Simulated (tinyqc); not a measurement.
Worked calculation: MP2 on RHF in the sto-3g basis, frozen core, for H2O, spin multiplicity 1. One step of it, computed by the program tinyqc.

Task: Iteration 8 (converged): orbitals. Diagonalise F' = X^T F X, C = X C', fill 5 alpha and 5 beta electrons from the bottom; D = 2 C_occ C_occ^T. Each column has its largest component positive (the first on a tie).

converged F (hartree):
```
             1O 1s      1O 2s     1O 2px     1O 2py     1O 2pz      2H 1s      3H 1s
1O 1s   -20.223083  -5.160578   0.000000   0.000000  -0.027946  -1.102348  -1.102348
1O 2s    -5.160578  -2.426686   0.000000   0.000000  -0.102527  -0.962662  -0.962662
1O 2px    0.000000   0.000000  -0.381608   0.000000   0.000000   0.000000   0.000000
1O 2py    0.000000   0.000000   0.000000  -0.299950   0.000000  -0.404166   0.404166
1O 2pz   -0.027946  -0.102527   0.000000   0.000000  -0.322266  -0.324782  -0.324782
2H 1s    -1.102348  -0.962662   0.000000  -0.404166  -0.324782  -0.526797  -0.320064
3H 1s    -1.102348  -0.962662   0.000000   0.404166  -0.324782  -0.320064  -0.526797
```

X:
```
            1O 1s      1O 2s    1O 2px     1O 2py     1O 2pz      2H 1s      3H 1s
1O 1s    1.024095  -0.141922  0.000000   0.000000  -0.008684   0.021589   0.021589
1O 2s   -0.141922   1.224155  0.000000   0.000000   0.091703  -0.279323  -0.279323
1O 2px   0.000000   0.000000  1.000000   0.000000   0.000000   0.000000   0.000000
1O 2py   0.000000   0.000000  0.000000   1.113451   0.000000  -0.226575   0.226575
1O 2pz  -0.008684   0.091703  0.000000   0.000000   1.041585  -0.127099  -0.127099
2H 1s    0.021589  -0.279323  0.000000  -0.226575  -0.127099   1.186226  -0.072589
3H 1s    0.021589  -0.279323  0.000000   0.226575  -0.127099  -0.072589   1.186226
```

Give: F' = X^T F X; orbital energies; coefficients C; D after iteration 8.

Result:

F' = X^T F X (hartree):
```
         1       2       3       4       5       6       7
1  -19.844  -2.695   0.000   0.000  -0.053  -0.160  -0.160
2   -2.695  -1.233   0.000   0.000   0.107  -0.495  -0.495
3    0.000   0.000  -0.382   0.000   0.000   0.000   0.000
4    0.000   0.000   0.000   0.015   0.000  -0.473   0.473
5   -0.053   0.107   0.000   0.000  -0.198  -0.301  -0.301
6   -0.160  -0.495   0.000  -0.473  -0.301   0.015  -0.088
7   -0.160  -0.495   0.000   0.473  -0.301  -0.088   0.015
```

orbital energies (hartree): MO1 -20.232, MO2 -1.241, MO3 -0.612, MO4 -0.427, MO5 -0.382, MO6 0.553, MO7 0.730

coefficients C:
```
           MO1     MO2     MO3     MO4    MO5     MO6     MO7
1O 1s    0.994  -0.235   0.000   0.096  0.000  -0.131   0.000
1O 2s    0.026   0.847   0.000  -0.500  0.000   0.846   0.000
1O 2px   0.000   0.000   0.000   0.000  1.000   0.000   0.000
1O 2py   0.000   0.000   0.594   0.000  0.000   0.000   0.995
1O 2pz   0.004   0.110   0.000   0.797  0.000   0.692   0.000
2H 1s   -0.006   0.158   0.443   0.281  0.000  -0.782  -0.805
3H 1s   -0.006   0.158  -0.443   0.281  0.000  -0.782   0.805
```

D after iteration 8:
```
         1O 1s   1O 2s  1O 2px  1O 2py  1O 2pz   2H 1s   3H 1s
1O 1s    2.105  -0.442   0.000   0.000   0.109  -0.031  -0.031
1O 2s   -0.442   1.936   0.000   0.000  -0.611  -0.014  -0.014
1O 2px   0.000   0.000   2.000   0.000   0.000   0.000   0.000
1O 2py   0.000   0.000   0.000   0.705   0.000   0.526  -0.526
1O 2pz   0.109  -0.611   0.000   0.000   1.293   0.482   0.482
2H 1s   -0.031  -0.014   0.000   0.526   0.482   0.600  -0.185
3H 1s   -0.031  -0.014   0.000  -0.526   0.482  -0.185   0.600
```
